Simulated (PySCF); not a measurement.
## Relaxation of singlet HNO

Level of theory: B3LYP/[N def2-TZVP, O def2-TZVP, H def2-TZVP], no relativity, density fitting, PySCF. A (50,194) grid was used.

A start displaced from a saddle point along its imaginary mode, of Cs symmetry, held to at least that symmetry:

```xyz
3
charge 0 multiplicity 1, angstrom
N    -0.0109    0.0113    0.5927
O     0.0043   -0.0045   -0.6190
H     0.0834   -0.0863    1.5897
```

Problem. What forces act on the atoms at the start (eV/Å)?

Solution. 
```tsv
atom	Fx	Fy	Fz
N1	-1.97	2.04	0.21
O2	0.91	-0.94	0.19
H3	1.07	-1.10	-0.41
```

Problem. What does it relax to?

Solution. It ends at Cs with N–H 1.065 Å, N–O 1.197 Å; H–N–O 108.9°. A frequency run shows a minimum.

Problem. How much energy is released, and in how many steps?

Solution. 264.1 kJ/mol in 8 steps.

The relaxation took 4.1 s on 2 threads of a shared Arm Neoverse V1 host, with 68 basis functions and 9 gradients; the process peaked at 0.67 GiB.
